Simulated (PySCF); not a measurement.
# Ionising LiF

r²SCAN; basis Li pcseg-2, F pcseg-2; no relativity; PySCF 2.14. Neutral (UKS): singlet (closed shell), Re = 1.578 Å, ωe = 905 cm⁻¹, De = 5.80 eV, HOMO -6.31 eV, LUMO -0.85 eV.

LiF⁺ (UKS): doublet (π ↑), Re = 2.078 Å, ωe = 280 cm⁻¹, De = 0.24 eV to Li⁺ + F. The energies at the minima are -107.41760 hartree for LiF and -107.01531 for LiF⁺.

Question: Work out the adiabatic ionisation energy, without and with harmonic zero-point energies (1 hartree = 27.2114 eV, 1 eV = 8065.5 cm⁻¹), and the change of the bond length.

Answer: At r²SCAN: 0.40229 hartree = 10.947 eV between the minima; the zero-point term (280.0 − 905.0)/2 cm⁻¹ = -0.039 eV makes it 10.908 eV. Re changes by +50.0 pm against the neutral. Minus the HOMO energy is 6.31 eV, -4.64 eV from the value between the minima; self-interaction puts the Kohn–Sham level too high, less so with exact exchange. The electron leaves a π orbital, and the ion is left as a loose complex of an ion and an atom.

Weak bonds: LiF⁺. Basis-set superposition, not corrected here, can be much of De in a small basis, most of all at correlated wavefunction levels. For an ion De counts to the pair picked by the measured ionisation energies or electron affinities, which need not be the lowest pair at this level. States were picked by a PBE0 search and need not be the measured ground states.
